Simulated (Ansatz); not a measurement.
[Br···H···Br], doublet along the distance Br1-H2

Starting geometry:

```xyz
3

Br    0.0000    0.0000   -1.6132
H     0.0000    0.0000   -0.1926
Br    0.0000    0.0000    1.8058
```

From there H2 is moved from one fragment to the other while all else, the fragments' distance too, stays fixed, so the hump isn't the reaction's barrier; atoms are numbered as listed. Energies are in eV, counted from the starting geometry at the same level.

Basis cc-pVTZ; Ansatz 0.2.0. Correlated methods freeze the noble-gas cores and the filled d shells of p-block atoms. R marks a restricted (for open shells ROHF) determinant, U an unrestricted one. Active spaces: valence = (15e, 9o) chosen from the atoms' valence shells. No spin–orbit coupling is included, and no scalar relativity.

Runs in a small pair space aren't shown, since their orbitals change along the scan.

Full CI isn't at hand for all of this; UCCSDT(Q) serves as the reference, and is uncertain by about the last step of the cluster series. The frozen core follows each run's orbitals, which can shift R against U totals by a few meV for light atoms and by up to 0.1 eV past Ca.

| distance Br1-H2 (Å) | UCCSDT(Q) | error RMP2 | error UMP2 | error RCCSD | error RCCSD(T) | error RCCSDT(Q) | error MRCISD (valence space) |
| --- | --- | --- | --- | --- | --- | --- | --- |
| 1.421 | 0.000 | 0.000 | 0.000 | 0.000 | 0.000 | 0.000 | 0.000 |
| 1.488 | 0.028 | 0.018 | 0.022 | 0.014 | 0.002 | 0.000 | 0.012 |
| 1.621 | 0.177 | 0.050 | 0.095 | 0.048 | 0.006 | 0.000 | 0.031 |
| 1.755 | 0.210 | 0.034 | 0.116 | 0.056 | 0.006 | -0.001 | 0.035 |
| 1.889 | 0.072 | 0.030 | 0.041 | 0.025 | 0.003 | 0.000 | 0.019 |

Errors are those of relative energies. In total energy the starting point itself misses UCCSDT(Q) by: RMP2 1.357, UMP2 1.383, RCCSD 0.380, RCCSD(T) 0.042, RCCSDT(Q) 0.003, MRCISD (valence space) 1.212 eV.

Spread of the error over the points with a reference, to 1.889 Å (largest less smallest): RCCSDT(Q) 0.001, RCCSD(T) 0.006, MRCISD (valence space) 0.035, RMP2 0.050, RCCSD 0.056, UMP2 0.116 eV.
